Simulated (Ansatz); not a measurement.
# BHN2: the cost of one run

Computed with Ansatz 0.2.0, Gaussian basis. Level: def2-QZVPP, all electrons in the functionals, frozen cores in the correlation of double hybrids and RPA.

To be run: wB97M-V, B2PLYP, at charge 0, triplet; charge 0, singlet; charge 0, quintet; charge 1, doublet; charge 1, quartet.

2 further runs of the same task are left out: 2 set aside as unsound or not needed.

## 1. What is computed

The geometry is a PBE0/def2-TZVP stationary point (not a proven minimum).

4 atoms, charge 0, spin multiplicity 3.

Atoms are counted from 1 here; the program's logs count them from 0.

Bond lengths: B1–N2 1.399 Å, B1–N3 1.252 Å, N3–H4 0.993 Å. Angles: N2–B1–N3 180.0°, B1–N3–H4 180.0°.

Coordinates:

```xyz
4

B     0.0000    0.0000   -0.5245
N     0.0000    0.0000   -1.9235
N     0.0000    0.0000    0.7274
H     0.0000    0.0000    1.7207
```

No dispersion term is added; wB97M-V holds VV10 nonlocal correlation.

The geometry shown and the zero of energy belong to the point charge 0, triplet. The yardstick, UCCSD(T), and other wave-function levels (R restricted, U unrestricted, valence and pair active spaces) come from earlier runs.

## 2. wB97M-V, charge 0, triplet

in.yaml

```yaml
crystal:
  periodic: [false, false, false]
  atoms:
    - {symbol: B, position_ang: [0.000000, 0.000000, -0.524525]}
    - {symbol: N, position_ang: [0.000000, 0.000000, -1.923525]}
    - {symbol: N, position_ang: [0.000000, 0.000000, 0.727375]}
    - {symbol: H, position_ang: [0.000000, 0.000000, 1.720675]}
basis:
  gaussian: {orbitals: "def2-QZVPP.json"}
magnetization: {spin_polarized: true, initial_magnetization: 2}
hamiltonian: {xc: {name: wB97M-V}}
output: {orbitals: {seedname: orbitals}}
```

Command:

```
$ ansatz run in.yaml --threads 1 --pin off --events-out ev --progress --plain --max-ram 2393MiB
```

What time and memory should one allow on 1 thread of Arm Neoverse V2, shared host?

About 15 s, with a peak of 0.42 GiB.
